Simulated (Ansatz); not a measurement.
## What each rung costs, and what it gives

Saddle point of CH$_{7}$ClSi, singlet (CH₅ClSi ([CH3][SiH2][Cl]) + H₂ → SiH₃Cl ([SiH3][Cl]) + CH₄; bonds formed: Si1–H7, C2–H6; bonds broken: Si1–C2, H6–H7), PBE0-D4/def2-TZVP structure:

Si1  (-0.470, 0.733, -0.267)
C2  (0.766, -0.717, 0.652)
H3  (-1.270, 0.805, 0.970)
H4  (0.731, 1.510, -0.619)
Cl5  (-1.849, 1.751, -1.544)
H6  (-0.164, -0.809, -0.579)
H7  (-0.797, -0.576, -1.284)
H8  (1.152, -0.052, 1.430)
H9  (1.626, -1.088, 0.086)
H10  (0.275, -1.557, 1.156)
(Å)

Barriers are electronic and count from the start structure reached by relaxing down the imaginary mode.

Ansatz 0.2.0; basis: as named in each row; cores frozen in the correlated methods. B3LYP uses VWN-RPA correlation. Extrapolation: Hartree–Fock as exp(−7.88 √X), correlation as X^−2.97.

Times are rough, for one single point on 4 threads of a shared host (Intel Xeon).

The estimate by CCSD(T) at an estimated basis limit (MP2 extrapolated from triple and quadruple zeta, plus CCSD(T) − MP2 in triple zeta) is 294.1 kJ/mol.

```json
{"method": "HF", "basis": "STO-3G", "time (s)": "under 1", "barrier (kJ/mol)": "614.6", "method less estimate": "320.5"}
{"method": "SPW92", "basis": "def2-SVP", "time (s)": "under 1", "barrier (kJ/mol)": "225.2", "method less estimate": "-68.9"}
{"method": "PBE-D4", "basis": "STO-3G", "time (s)": "under 1", "barrier (kJ/mol)": "440.3", "method less estimate": "146.2"}
{"method": "PBE-D4", "basis": "def2-SVP", "time (s)": "1", "barrier (kJ/mol)": "257.5", "method less estimate": "-36.6"}
{"method": "B3LYP-D4", "basis": "6-31G", "time (s)": "1", "barrier (kJ/mol)": "349.9", "method less estimate": "55.8"}
{"method": "PBE0-D4", "basis": "def2-SVP", "time (s)": "2", "barrier (kJ/mol)": "275.0", "method less estimate": "-19.1"}
{"method": "SPW92", "basis": "def2-TZVPP", "time (s)": "2", "barrier (kJ/mol)": "219.2", "method less estimate": "-74.9"}
{"method": "PBE-D4", "basis": "def2-TZVPP", "time (s)": "3", "barrier (kJ/mol)": "253.9", "method less estimate": "-40.2"}
{"method": "CCSD(T)", "basis": "def2-SVP", "time (s)": "3", "barrier (kJ/mol)": "318.2", "method less estimate": "24.0"}
{"method": "BLYP-D4", "basis": "def2-TZVPP", "time (s)": "4", "barrier (kJ/mol)": "278.3", "method less estimate": "-15.8"}
{"method": "CAM-B3LYP-D4", "basis": "def2-TZVPP", "time (s)": "5", "barrier (kJ/mol)": "294.6", "method less estimate": "0.5"}
{"method": "B3LYP-D4", "basis": "def2-TZVPP", "time (s)": "5", "barrier (kJ/mol)": "289.0", "method less estimate": "-5.1"}
{"method": "BHLYP-D4", "basis": "def2-TZVPP", "time (s)": "5", "barrier (kJ/mol)": "308.7", "method less estimate": "14.6"}
{"method": "wB97M-V", "basis": "def2-SVP", "time (s)": "5", "barrier (kJ/mol)": "291.2", "method less estimate": "-2.9"}
{"method": "r2SCAN-D4", "basis": "def2-TZVPP", "time (s)": "6", "barrier (kJ/mol)": "269.4", "method less estimate": "-24.7"}
{"method": "PBE0-D4", "basis": "def2-TZVPP", "time (s)": "6", "barrier (kJ/mol)": "270.2", "method less estimate": "-23.9"}
{"method": "r2SCAN0-D4", "basis": "def2-TZVPP", "time (s)": "6", "barrier (kJ/mol)": "280.2", "method less estimate": "-13.9"}
{"method": "RPA on PBE", "basis": "def2-TZVPP", "time (s)": "6", "barrier (kJ/mol)": "297.8", "method less estimate": "3.7"}
{"method": "PBE-QIDH", "basis": "def2-TZVPP", "time (s)": "8", "barrier (kJ/mol)": "286.8", "method less estimate": "-7.4"}
{"method": "B2PLYP", "basis": "def2-TZVPP", "time (s)": "8", "barrier (kJ/mol)": "295.6", "method less estimate": "1.4"}
{"method": "wB97X-V", "basis": "def2-TZVPP", "time (s)": "9", "barrier (kJ/mol)": "294.3", "method less estimate": "0.2"}
{"method": "wB97M-V", "basis": "def2-TZVPP", "time (s)": "10", "barrier (kJ/mol)": "290.3", "method less estimate": "-3.8"}
{"method": "B97M-V", "basis": "def2-TZVPP", "time (s)": "11", "barrier (kJ/mol)": "279.1", "method less estimate": "-15.0"}
{"method": "MP2", "basis": "def2-QZVPP", "time (s)": "31", "barrier (kJ/mol)": "294.2", "method less estimate": "0.1"}
{"method": "CCSD(T)", "basis": "def2-TZVPP", "time (s)": "58", "barrier (kJ/mol)": "297.8", "method less estimate": "3.7"}
```

All methods are single points on the PBE0-D4 structures.

No T1 diagnostic of these runs exceeds 0.010.

Labels in which every atom is bracketed show which atoms are joined, not bond orders.
